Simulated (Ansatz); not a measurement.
A calculation with Ansatz (development build ahead of 0.2.0).

```yaml
crystal:
  periodic: [false, false, false]
  atoms:
    - { symbol: C, position_ang: [-0.00989, -0.0206, -0.62797] }
    - { symbol: O, position_ang: [-0.06077, -0.07356, 0.75983] }
    - { symbol: H, position_ang: [-0.00772, -1.05387, -1.04665] }
    - { symbol: H, position_ang: [-0.87783, 0.46853, -1.00313] }
    - { symbol: H, position_ang: [0.87249, 0.43835, -1.12089] }
    - { symbol: H, position_ang: [0.01391, 0.85465, 1.082] }
basis:
  gaussian: { orbitals: cc-pVDZ }
hamiltonian:
  xc: hf
correlation:
  method: mp2
  frozen_orbitals: { C: 1, H: 0, O: 1 }
```

The input is written out in the form of the current development build from the run's settings.

The run gave:

```yaml
Converged: yes
Reference_energy: -115.04422 hartree
Correlation_energy: -0.33947 hartree
Total_energy: -115.38369 hartree
Spin_squared_of_the_determinant: 0.000
```
